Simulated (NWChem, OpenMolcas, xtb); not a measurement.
## How methods differ on SiHF (SMILES F[SiH])

SiHF: 3 atoms, total charge 0, spin state singlet. SMILES: `F[SiH]`. Geometry: relaxed at PBE0-D4/def2-TZVP.

```xyz
3

F    -1.0902    0.0244   -0.6023
Si    0.1868    0.6294    0.1738
H     0.8924   -0.7186    0.4153
```

Each level gives the dipole moment (D). The values are calculated.

```
                       level            kind     program  value (D)   CPU time
                    GFN2-xTB  semi-empirical         xtb       1.22  under 2 s
                    GFN0-xTB  semi-empirical         xtb       1.95  under 2 s
                    GFN1-xTB  semi-empirical         xtb       1.44  under 2 s
                 HF/ANO-L-MB    Hartree–Fock  OpenMolcas       1.28      1.8 s
                   HF/STO-3G    Hartree–Fock      NWChem       0.71     0.64 s
                    HF/3-21G    Hartree–Fock      NWChem       1.31     0.96 s
                 HF/def2-SVP    Hartree–Fock      NWChem       1.25      1.3 s
               SVWN5/pcseg-1             LDA      NWChem       0.97      4.9 s
             SVWN5/6-311+G**             LDA      NWChem       1.17      3.2 s
SVWN5/6-311++G(2d,2p) (DKH2)             LDA      NWChem       1.01      8.8 s
```

The values span 0.71 to 1.95 D. Magnitudes only: a small dipole may point the other way at some levels. Sets without polarisation functions give poor dipoles. Without the sets that lack polarisation functions the rows with a basis span only 0.97 to 1.25 D. Times are those of the runs behind each value, whatever else they computed, on shared processors of several kinds: orders of magnitude only.
